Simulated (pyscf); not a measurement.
One addition across a multiple bond or ene-type step on the singlet surface with elements of a group swapped. CCSD(T)/def2-TZVPP + ΔMP2(QZVPP), eV, from the separated reactants. PySCF, gas phase, ωB97X-D3(BJ)/def2-SVP geometries. MP2 and CC: frozen core, UHF for open shells. ΔMP2 is the change of the MP2 total energy from the triple- to the quadruple-zeta basis.

| step | barrier | reaction energy | imaginary mode (i cm⁻¹) |
|---|---|---|---|
| HB=O + HF -> HO–BH–F | … | … | 1076 |
| HB=O + HCl -> HO–BH–Cl | 0.78 | -1.46 | 1357 |

Fill in the missing entries.


- HB=O + HF -> HO–BH–F, barrier: 0.57
- HB=O + HF -> HO–BH–F, reaction energy: -2.02

Row 1: On the reactant side the descent ends in a complex, 0.26 eV under the separated species and 0.66 eV under the saddle at ωB97X-D3(BJ)/def2-TZVP. Row 2: On the reactant side the descent ends in a complex (not fully relaxed), 0.19 eV under the separated species and 0.85 eV under the saddle at ωB97X-D3(BJ)/def2-TZVP. Each row is the saddle that its search found. The CCSD(T) − MP2 part came from Ansatz, without density fitting, on the same reference.
